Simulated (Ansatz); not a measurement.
C$_{3}$H$_{5}$NS, SMILES `C1=NCCS1`, relaxed with RKS PBE-D4/def2-SVP in Ansatz 0.2.0 from a rough embedded geometry. The force threshold is 0.03 eV/Å; the program also tests the step.

Charge 0, multiplicity 1.

Start:

```xyz
10

C     1.166    0.385   -0.942
N     0.086    0.000   -1.406
C    -0.697   -0.513   -0.300
C    -0.323    0.140    1.087
S     1.487    0.359    0.774
H     2.013    0.819   -1.616
H    -0.627   -1.602   -0.204
H    -1.793   -0.305   -0.423
H    -0.534   -0.428    1.895
H    -0.779    1.144    1.134
```

```json
{"step": "1", "energy (eV)": "-15499.7402", "largest force (eV/Å)": "5.252", "largest move (Å)": "0.000"}
{"step": "2", "energy (eV)": "-15500.1987", "largest force (eV/Å)": "1.597", "largest move (Å)": "0.124"}
{"step": "3", "energy (eV)": "-15500.2562", "largest force (eV/Å)": "0.282", "largest move (Å)": "0.053"}
{"step": "4", "energy (eV)": "-15500.2609", "largest force (eV/Å)": "0.280", "largest move (Å)": "0.035"}
{"step": "5", "energy (eV)": "-15500.2639", "largest force (eV/Å)": "0.115", "largest move (Å)": "0.017"}
{"step": "6", "energy (eV)": "-15500.2640", "largest force (eV/Å)": "0.117", "largest move (Å)": "0.011"}
{"step": "7 (rejected)", "energy (eV)": "-15500.2619", "largest force (eV/Å)": "0.155", "largest move (Å)": "0.044"}
{"step": "8", "energy (eV)": "-15500.2652", "largest force (eV/Å)": "0.050", "largest move (Å)": "0.022"}
{"step": "9 (rejected)", "energy (eV)": "-15500.2642", "largest force (eV/Å)": "0.161", "largest move (Å)": "0.016"}
{"step": "10", "energy (eV)": "-15500.2656", "largest force (eV/Å)": "0.021", "largest move (Å)": "0.008"}
```

End:

```xyz
10

C     1.215    0.401   -0.960
N     0.112   -0.080   -1.389
C    -0.755   -0.492   -0.291
C    -0.305    0.157    1.044
S     1.475    0.571    0.800
H     2.037    0.710   -1.631
H    -0.705   -1.604   -0.227
H    -1.811   -0.238   -0.519
H    -0.411   -0.521    1.913
H    -0.852    1.097    1.261
```

It took 12 s on 4 threads of an Arm Neoverse V1 on a shared host, with 0.2 GiB of host memory at the peak.
